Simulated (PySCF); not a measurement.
**Bond curve of LiC**

Set-up: PySCF, spin-free X2C with a Gaussian nucleus, basis sets Li jorge-DZP-DKH, C jorge-DZP-DKH. Energies in eV from Li + C in their ground configurations at the same level. All curves are PBE0. state 1: ⁴Σ⁻ (quartet), unpaired electrons σ ↑, π ↑↑; state 2: Ms = 0.5 determinant of mixed spin (⟨S²⟩ near 1.8), unpaired electrons σ ↑, π ↑↓, a mixture of terms (⟨Lz²⟩ = 2.0), a second solution, started from another occupation; state 3: Ms = 0.5 determinant of mixed spin (⟨S²⟩ near 1.8), unpaired electrons σ ↓, π ↑↑, a second solution, started from another occupation; state 4: ²Π (doublet), unpaired electrons π ↑, a second solution, started from another occupation.

```json
{"R (Å)": "1.653", "state 1": "-2.155", "state 2": "-1.380", "state 3": "-1.314", "state 4": "0.024"}
{"R (Å)": "1.730", "state 1": "-2.359", "state 2": "-1.585", "state 3": "-1.521", "state 4": "-0.357"}
{"R (Å)": "1.807", "state 1": "-2.475", "state 2": "-1.702", "state 3": "-1.641", "state 4": "-0.625"}
{"R (Å)": "1.864", "state 1": "-2.518", "state 2": "-1.746", "state 3": "-1.688", "state 4": "-0.768"}
{"R (Å)": "1.922", "state 1": "-2.530", "state 2": "-1.760", "state 3": "-1.706", "state 4": "-0.872"}
{"R (Å)": "1.980", "state 1": "-2.519", "state 2": "-1.751", "state 3": "-1.701", "state 4": "-0.942"}
{"R (Å)": "2.057", "state 1": "-2.475", "state 2": "-1.711", "state 3": "-1.668", "state 4": "-0.997"}
{"R (Å)": "2.153", "state 1": "-2.386", "state 2": "-1.627", "state 3": "-1.595", "state 4": "-1.015"}
{"R (Å)": "2.268", "state 1": "-2.246", "state 2": "-1.495", "state 3": "-1.479", "state 4": "-0.987"}
{"R (Å)": "2.422", "state 1": "-2.030", "state 2": "-1.291", "state 3": "-1.303", "state 4": "-0.899"}
```

Problem. Put a parabola through the three lowest points of the state 1 curve and estimate Re, k and ωe (reduced mass 4.427 u; 1 eV/Å² = 0.16022 mdyn/Å; ωe = 1302.8·√(k/μ) cm⁻¹).

Solution. Through R = 1.864, 1.922, 1.98 Å the second-order coefficient is 3.42 eV/Å², so Re ≈ 1.923 Å, k ≈ 1.10 mdyn/Å and ωe ≈ 648 cm⁻¹. A polynomial fit of higher order to the unrounded PBE0 energies gives Re = 1.922 Å, k = 1.15 mdyn/Å, ωe = 664 cm⁻¹; anharmonicity and rounding make the difference.

The higher-order fit for each curve: state 1: Re = 1.922 Å, ωe = 664 cm⁻¹, De = 2.53 eV; state 2: Re = 1.926 Å, ωe = 652 cm⁻¹, minimum 1.76 eV below the ground-state fragments; state 3: Re = 1.937 Å, ωe = 628 cm⁻¹, minimum 1.71 eV below the ground-state fragments; state 4: Re = 2.144 Å, ωe = 516 cm⁻¹, minimum 1.02 eV below the ground-state fragments.

⟨S²⟩ of the unrestricted solution departs from its pure value on part of the curve, where spin states mix. The state is the lowest determinant that a PBE0 search found; another state may lie lower at other levels.
